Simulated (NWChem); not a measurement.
# chloroform (CHCl₃); SMILES ClC(Cl)Cl

Computed with NWChem. Coordinates come from a B3LYP/6-31G* (spherical d) optimisation. Ions are spin-unrestricted doublets at the neutral geometry; other ion states weren't tried.

**Question.** What does the run give for PBE0/def2-SVP? Quantities: vertical ionisation energy, ΔSCF (eV); −ε(HOMO) (eV).

**Answer.** 
- vertical ionisation energy, ΔSCF (eV) = 11.42
- −ε(HOMO) (eV) = 8.74
